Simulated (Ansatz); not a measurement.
H₄NSi (`[NH][SiH3]`) radical, relaxed with UKS PBE0-D4/def2-TZVP in Ansatz 0.2.0 from a PBE-D4/def2-SVP geometry. The force threshold is 0.005 eV/Å; the program also tests the step.

Total charge 0; spin multiplicity 2.

Start:

```xyz
6

N     0.956   -0.830    0.594
Si   -0.392    0.059   -0.140
H     1.813   -0.238    0.580
H    -0.050    0.578   -1.520
H    -0.732    1.259    0.719
H    -1.595   -0.829   -0.233
```

```
        step  energy (eV)  largest force (eV/Å)  largest move (Å)
           1   -9426.7499                 0.679             0.000
           2   -9426.7721                 0.311             0.023
           3   -9426.7750                 0.084             0.008
           4   -9426.7757                 0.020             0.010
5 (rejected)   -9426.7756                 0.041             0.008
           6   -9426.7758                 0.003             0.004
```

End:

```xyz
6

N     0.943   -0.805    0.570
Si   -0.398    0.070   -0.142
H     1.799   -0.246    0.585
H    -0.044    0.562   -1.504
H    -0.725    1.244    0.718
H    -1.575   -0.824   -0.228
```

It took 10 s on 2 threads of a server CPU on a shared host, with 0.18 GiB of host memory at the peak.
